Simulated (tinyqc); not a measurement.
Worked calculation: CIS and TDHF on RHF in the sto-3g basis, for H2O, spin multiplicity 1. One step of it, computed by the program tinyqc.

Problem. CIS matrix, singlets. A(ia,jb) = (e_a - e_i) d_ij d_ab + 2 (ia|jb) - (ij|ab).

orbital energies (hartree): [-20.230348, -1.244656, -0.616771, -0.427686, -0.381822, 0.560875, 0.739879]

Two-electron integrals over orbitals (pq|rs), unique and non-zero (hartree):
```
(11|11) 4.744779    (21|11) -0.419538   (21|21) 0.058818    (22|11) 1.006540
(22|21) -0.013689   (22|22) 0.722776    (31|31) 0.010553    (32|31) 0.017271
(32|32) 0.143155    (33|11) 0.785895    (33|21) -0.004435   (33|22) 0.635130
(33|33) 0.622578    (41|11) 0.170912    (41|21) -0.021253   (41|22) 0.014577
(41|33) 0.005907    (41|41) 0.027099    (42|11) -0.125625   (42|21) 0.008572
(42|22) -0.001968   (42|33) 0.006465    (42|41) 0.020347    (42|42) 0.127083
(43|31) -0.002802   (43|32) 0.022956    (43|43) 0.046683    (44|11) 1.003110
(44|21) -0.013106   (44|22) 0.680746    (44|33) 0.592948    (44|41) -0.011442
(44|42) -0.104775   (44|44) 0.782271    (51|51) 0.026035    (52|51) 0.032660
(52|52) 0.145862    (53|53) 0.028009    (54|51) -0.012485   (54|52) -0.044045
(54|54) 0.053846    (55|11) 1.115338    (55|21) -0.011807   (55|22) 0.748281
(55|33) 0.620661    (55|41) 0.004746    (55|42) -0.067425   (55|44) 0.729616
(55|55) 0.880159    (61|11) -0.238267   (61|21) 0.035550    (61|22) -0.002321
(61|33) -0.000219   (61|41) -0.000099   (61|42) 0.019731    (61|44) -0.017926
(61|55) -0.006291   (61|61) 0.029883    (62|11) 0.302575    (62|21) -0.007024
(62|22) 0.138874    (62|33) 0.069520    (62|41) 0.018151    (62|42) 0.023447
(62|44) 0.090485    (62|55) 0.156669    (62|61) 0.005768    (62|62) 0.099093
(63|31) 0.002653    (63|32) -0.046232   (63|43) -0.031128   (63|63) 0.077952
(64|11) 0.217908    (64|21) -0.002073   (64|22) 0.099145    (64|33) 0.041772
(64|41) 0.003754    (64|42) -0.023633   (64|44) 0.118332    (64|55) 0.116352
(64|61) 0.000744    (64|62) 0.063436    (64|64) 0.067392    (65|51) 0.015823
(65|52) 0.059603    (65|54) -0.000806   (65|65) 0.038055    (66|11) 0.779195
(66|21) -0.006985   (66|22) 0.599901    (66|33) 0.562841    (66|41) 0.020450
(66|42) 0.059069    (66|44) 0.542057    (66|55) 0.578469    (66|61) 0.007478
(66|62) 0.089269    (66|64) 0.044276    (66|66) 0.585974    (71|31) 0.015214
(71|32) 0.023325    (71|43) -0.004188   (71|63) 0.003333    (71|71) 0.021988
(72|31) 0.014135    (72|32) 0.044666    (72|43) -0.030786   (72|63) 0.033875
(72|71) 0.019285    (72|72) 0.063634    (73|11) 0.367081    (73|21) -0.007344
(73|22) 0.147766    (73|33) 0.091133    (73|41) -0.000593   (73|42) -0.071028
(73|44) 0.163742    (73|55) 0.193995    (73|61) -0.006471   (73|62) 0.077275
(73|64) 0.076846    (73|66) 0.038259    (73|73) 0.150983    (74|31) -0.008858
(74|32) -0.073206   (74|43) 0.001297    (74|63) 0.046924    (74|71) -0.012595
(74|72) -0.017588   (74|74) 0.065606    (75|53) 0.023910    (75|75) 0.025143
(76|31) 0.009273    (76|32) 0.100596    (76|43) 0.049723    (76|63) -0.071631
(76|71) 0.012799    (76|72) -0.005998   (76|74) -0.056952   (76|76) 0.119430
(77|11) 0.877505    (77|21) -0.009787   (77|22) 0.623532    (77|33) 0.605403
(77|41) 0.003764    (77|42) -0.017722   (77|44) 0.609658    (77|55) 0.627623
(77|61) -0.005489   (77|62) 0.069022    (77|64) 0.043877    (77|66) 0.559668
(77|73) 0.101590    (77|77) 0.619730
```

Give: CIS matrix A, singlet.

Solution.

CIS matrix A, singlet (hartree), order 1>6, 1>7, 2>6, 2>7, 3>6, 3>7, 4>6, 4>7, 5>6, 5>7:
```
[[20.0718, 0.0000, 0.0185, 0.0000, 0.0000, -0.0222, -0.0190, 0.0000, 0.0000, 0.0000],
 [0.0000, 20.1367, 0.0000, 0.0484, -0.0026, 0.0000, 0.0000, -0.0290, 0.0000, 0.0000],
 [0.0185, 0.0000, 1.4038, 0.0000, 0.0000, 0.0540, 0.0678, 0.0000, 0.0000, 0.0000],
 [0.0000, 0.0484, 0.0000, 1.4883, -0.0328, 0.0000, 0.0000, -0.0175, 0.0000, 0.0000],
 [0.0000, -0.0026, 0.0000, -0.0328, 0.7707, 0.0000, 0.0000, 0.0441, 0.0000, 0.0000],
 [-0.0222, 0.0000, 0.0540, 0.0000, 0.0000, 1.0532, 0.1040, 0.0000, 0.0000, 0.0000],
 [-0.0190, 0.0000, 0.0678, 0.0000, 0.0000, 0.1040, 0.5813, 0.0000, 0.0000, 0.0000],
 [0.0000, -0.0290, 0.0000, -0.0175, 0.0441, 0.0000, 0.0000, 0.6891, 0.0000, 0.0000],
 [0.0000, 0.0000, 0.0000, 0.0000, 0.0000, 0.0000, 0.0000, 0.0000, 0.4403, 0.0000],
 [0.0000, 0.0000, 0.0000, 0.0000, 0.0000, 0.0000, 0.0000, 0.0000, 0.0000, 0.5444]]
```
